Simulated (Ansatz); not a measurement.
The input, for Ansatz 0.2.0:

```yaml
crystal:
  periodic: [false, false, false]
  atoms:
    - {symbol: As, position_ang: [0.000000, 0.000000, 0.000000]}
    - {symbol: H, position_ang: [0.270354, 0.980803, 1.322816]}
    - {symbol: H, position_ang: [-0.957546, -1.069929, 0.850450]}
    - {symbol: H, position_ang: [0.157024, 1.248386, -1.096259]}
    - {symbol: H, position_ang: [0.530168, -1.159260, -1.077008]}
basis:
  gaussian: {orbitals: aug-cc-pVDZ}
magnetization: {spin_polarized: true, initial_magnetization: 1}
hamiltonian: {xc: {name: wB97M-V}}
output: {forces: true, orbitals: {seedname: orbitals}}
```

```sh
$ ansatz run in.yaml --threads 1 --pin off --events-out ev --progress --plain --max-ram 2393MiB
```

Problem. Roughly how long does this take on 1 thread of Arm Neoverse V1, shared host, and how much host memory?

Solution. 21 s wall and 0.27 GiB.

```
  # Of w^i u^j: cxij and so on, Table III.
  gx(w, u) = 1 - cx + cx01*u + cx10*w
  gss(w, u) = css00 + css04*u^4 + css10*w + css20*w^2 + css43*w^4*u^3
  gos(w, u) = cos00 + cos10*w + (cos20 + cos21*u)*w^2 + (cos60 + cos61*u)*w^6
      + integral(e_c_pw_mod_opposite_spin*gos(b97_w_opposite, b97_u_opposite)) + vv10(b, c)
758 factors; integrals over basis functions are off by at most 9.3e-4 eV
299 factors; integrals over basis functions are off by at most 1.4e-5 eV
mean field evaluation 1: about -60897.2705 eV, gradient 4.0e0 eV
mean field evaluation 2: about -60897.4269 eV, gradient 1.1e0 eV
mean field evaluation 4: about -60897.4483 eV, gradient 5.5e-1 eV
mean field evaluation 8: about -60897.4551 eV, gradient 2.7e-2 eV
mean field evaluation 16: about -60897.4551 eV, gradient 6.0e-5 eV
mean field -60897.45509801 eV, -2237.9401970744 hartree, gradient 6.8e-6 eV, S^2 0.751858; 2 other end points of the search recorded, 0 dependent functions left out
the calculation of the forces begins
reference -60897.45518895 eV, -2237.9402004164 hartree; 19, 18 occupied and 53, 54 virtual orbitals, 758 factors
Total energy: -60897.45518895 eV, -2237.9402004164 hartree
Atom 0 at     0.000000     0.000000     0.000000 Å, force     0.000001    -0.000000     0.000000 eV/Å
Atom 1 at     0.270354     0.980803     1.322816 Å, force    -0.148072    -1.052328    -1.337983 eV/Å
Atom 2 at    -0.957546    -1.069929     0.850450 Å, force     0.864482     1.145244    -0.927689 eV/Å
Atom 3 at     0.157024     1.248386    -1.096259 Å, force    -0.297478    -1.271644     1.101793 eV/Å
Atom 4 at     0.530168    -1.159260    -1.077008 Å, force    -0.418933     1.178728     1.163878 eV/Å
Dipole moment:    -0.000000     0.000000    -0.000000 e Å
```

Forces (eV/Å):
```
As   0.000  0.000  0.000
H   -0.148 -1.052 -1.338
H    0.864  1.145 -0.928
H   -0.297 -1.272  1.102
H   -0.419  1.179  1.164
```
